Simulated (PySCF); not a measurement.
A structure optimised at B3LYP-D3(BJ)/def2-TZVP, used in a PySCF frequency run:

```xyz
3

S      0.0000     0.0000    -1.5527
C      0.0000     0.0000     0.0000
S      0.0000     0.0000     1.5527
```

Question: Write its SMILES, formula and point group.

Answer: S=C=S, CS₂, D∞h

Question: What are its rotational constants (standard atomic weights)?

Answer: 3.2692 GHz (linear rotor, B only)
